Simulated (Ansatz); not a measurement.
Reaction (SMILES): P#P (P2) → 2 P atom
B3LYP-D3(BJ)/def2-TZVP geometries, fixed; electronic energies without zero-point terms.
Largest species:
```xyz
2

P      0.0000     0.0000    -0.9447
P      0.0000     0.0000     0.9447
```
Charge 0, spin multiplicity 1.

The atomisation energy at CCSD(T) with Ansatz (a program for electronic structure), in kcal/mol, split into its Hartree-Fock and correlation parts. Cores are frozen. A restricted Hartree-Fock determinant is unstable towards unrestricted orbitals. Open shells are unrestricted. No added dispersion term, no relativity. Functions are those of the species that has most.

```
basis        X  functions  Hartree-Fock  CCSD(T)
-----------  -  ---------  ------------  -------
cc-pV(D+d)Z  2         46         33.96    91.86
cc-pV(T+d)Z  3         78         37.98   105.11
cc-pV(Q+d)Z  4        128         38.65   111.49
cc-pV(5+d)Z  5        200         38.73   113.67
```

Worked estimate of the basis-set limit from each neighbouring pair, with Hartree-Fock from the larger set and the correlation part extrapolated as X^-3.
Correlation parts: X = 2: 57.90, X = 3: 67.13, X = 4: 72.84, X = 5: 74.94.
- (2,3): (27·(67.13) - 8·(57.90))/19 = 71.02; with Hartree-Fock 37.98 the estimate is 109.00 kcal/mol.
- (3,4): (64·(72.84) - 27·(67.13))/37 = 77.01; with Hartree-Fock 38.65 the estimate is 115.66 kcal/mol.
- (4,5): (125·(74.94) - 64·(72.84))/61 = 77.14; with Hartree-Fock 38.73 the estimate is 115.87 kcal/mol.
The last two estimates differ by 0.22 kcal/mol; the largest set lies 2.20 from the last. Over the last step Hartree-Fock moves by 0.08 and the correlation part by 2.10.
